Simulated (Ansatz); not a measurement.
# Multireference treatment of C3H5 (charge +1), singlet

Calculated in Ansatz's Gaussian-basis code. Basis aug-cc-pVDZ, nonrelativistic, 3 orbitals frozen in the corrections. State-specific CASSCF; RHF is the lowest restricted (open-shell) Hartree–Fock solution met. Single-reference values can break down or jump between states where bonds are stretched. No symmetry is imposed, so a solution can break that of the shape. Lower solutions, or ones in other orbitals, may exist.

Geometry:

```xyz
8

C    -0.0549    0.4994    0.0088
C     0.0032   -0.1936   -1.1860
C     0.0442   -0.2307    1.1786
H    -0.1740    1.5777    0.0278
H     0.6095    0.1521   -2.0197
H    -0.5607   -1.1133   -1.3290
H     0.0068    0.2451    2.1556
H     0.1636   -1.3122    1.1564
```

What do CASSCF and its corrections give against RHF in CAS(2,3), and what are the occupations?

CASSCF -0.821 eV, SC-NEVPT2 -10.610 eV; occupations 1.90, 0.08, 0.02.

How do single-reference totals in the same basis and frozen core stand against SC-NEVPT2 in CAS(2,3)?

CCSD(T) -1.347 eV. Coupled cluster stands on the determinant that it favours, which can lie over the RHF solution above, and is in doubt where the occupations are far from 0, 1 and 2.

Roughly how much CPU time does a whole run from the default start take (median of such runs, summed over threads; nearly all runs on one pinned thread of a shared server, mostly Xeon at 2.3 to 2.6 GHz, by a development driver)?

CAS(2,3): about 7.5 s. Other jobs ran beside these, and the count of passes differs.
